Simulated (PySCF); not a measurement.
BF₃, SMILES FB(F)F. Atoms are numbered in the order given.

```xyz
4

B      0.0000     0.0000     0.0000
F     -1.3156     0.0000     0.0000
F      0.6578     1.1394     0.0000
F      0.6578    -1.1394     0.0000
```
Charge 0, spin multiplicity 1.

Geometry: B3LYP-D3(BJ)/def2-TZVP. The isomer is the one that the SMILES or the coordinates give; other isomers of the formula were not compared.

Computed with B3LYP/pcJ-1 in PySCF.

Isotropic couplings with Fermi-contact, spin-dipole and both spin-orbit terms, one fixed conformer, no vibrational averaging. Isotopes: 11B, 19F.

```tsv
pair	bonds apart	J (Hz)
B1–F2	1	[?]
B1–F3	1	[?]
B1–F4	1	[?]
F2–F3	2	-187.6
F2–F4	2	-187.6
F3–F4	2	-187.6
```

Task: Fill in the missing entries. (Estimate from the structure and the level; the computed values follow.)

Result: 
- B1–F2, J (Hz): -67.9
- B1–F3, J (Hz): -67.9
- B1–F4, J (Hz): -67.9
